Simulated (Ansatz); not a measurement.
How the Voigt–Reuss–Hill shear modulus of grey tin (α-Sn) moves with the method

No measured value is used here.

| level (code) | value (GPa) | cell (Å³/atom) |
|---|---|---|
| LDA (Ansatz) | 23.4 | 33.89 |
| BLYP (Ansatz) | 17.9 | 39.52 |
| PBE (Ansatz) | 20.5 | 36.84 |
| RPBE (Ansatz) | 19.9 | 38.13 |
| PBE-D3(BJ) (Ansatz) | 21.2 | 35.47 |
| r²SCAN (Ansatz) | 25.3 | 35.38 |

LDA, BLYP, PBE, RPBE, PBE-D3(BJ), r²SCAN: the solid has no gap at this level, which affects its response. PBE-D3(BJ): the dispersion coefficients are held fixed in the derivatives. Each level is taken at its own relaxed cell. Cutoffs differ between the levels. Ansatz's density-functional and Hartree–Fock values are scalar-relativistic unless marked +SOC, with PAW data made under PBE.

Ansatz is a first-principles code.
